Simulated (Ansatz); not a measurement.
We consider 2H MoS₂, described by PBE0 in Ansatz (PAW).

Numerical settings: plane-wave cutoff 500 eV, 12×12×2 k mesh (along the axes of the cell as run), gaussian smearing 0.02 eV, no spin polarisation, scalar-relativistic PAW data made under PBE.

Cell (relaxed with r²SCAN):

```
CELL_PARAMETERS angstrom
      3.18427     0.00000     0.00000
     -1.59214     2.75766     0.00000
      0.00000     0.00000    12.98955
ATOMIC_POSITIONS crystal
  Mo 0.66667 0.33333 0.25000
  Mo 0.33333 0.66667 0.75000
  S  0.66667 0.33333 0.63047
  S  0.33333 0.66667 0.36953
  S  0.33333 0.66667 0.13047
  S  0.66667 0.33333 0.86953
```

### Question
Estimate the band gap that the calculation returns.

### Answer

- band gap = 2.22 eV (on the SCF k mesh)

Measured, for comparison: band gap 1.23 eV (room temperature, not corrected to a static lattice, bulk 2H, our sources range from 1.23 to 1.29; as tabulated in Bastos et al. (2019), arXiv:1903.08112).

Note: the cell comes from a level without a dispersion term, which matters for the spacing of layers, chains or molecules; cell and atoms aren't relaxed at this level (largest force component 0.35 eV/Å, pressure -3.4 GPa); the cell has widely spaced layers and the level no dispersion term, so their spacing and the moduli can rest on weak binding.

Spin–orbit coupling is not included.

The computed numbers hold no vibrational or temperature effects.

Cost on a shared machine: roughly 8 core-minutes.

Ansatz is an electronic-structure program.
